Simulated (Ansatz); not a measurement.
Relaxation of CH$_{4}$O$_{2}$S (8 atoms, charge 0, multiplicity 1), to a largest force component of 0.02 eV/Å in at most 50 steps.

Theory: RKS LDA/def2-SVP (Ansatz).

```xyz
8
Properties=species:S:1:pos:R:3
O 0.503 1.116 -0.846
C 0.174 0.782 0.454
S 0.488 -0.977 0.860
O -0.720 -1.650 -0.081
H -0.071 0.632 -1.454
H -0.880 0.969 0.686
H 0.821 1.350 1.123
H -0.316 -2.221 -0.743
```

Task: Where does it end, and by what steps?

Result: It converged. After 10 steps the energy has fallen by 0.115 eV; H5 moved furthest, 0.48 Å.

```tsv
step	energy less start (eV)	largest force component (eV/Å)	accepted
0	0.0000	1.365	yes
1	-0.0584	0.806	yes
2	-0.0775	0.352	yes
3	-0.0865	0.123	yes
4	-0.0941	0.231	yes
5	-0.0998	0.473	yes
6	-0.1094	0.303	yes
7	-0.1141	0.088	yes
8	-0.1149	0.059	yes
9	-0.1150	0.022	yes
10	-0.1151	0.009	yes
```

```xyz
8
Properties=species:S:1:pos:R:3
O 0.377 0.905 -0.867
C 0.169 0.795 0.479
S 0.262 -0.963 0.997
O -0.666 -1.493 -0.327
H -0.235 0.230 -1.251
H -0.831 1.181 0.808
H 0.959 1.330 1.054
H -0.036 -1.986 -0.893
```

Whether the end is a true minimum wasn't checked by a vibrational analysis.

Run time: 12 s on 1 thread of Intel(R) Xeon(R) 6975P-C (Granite Rapids), on a shared host, peak memory 0.15 GiB.
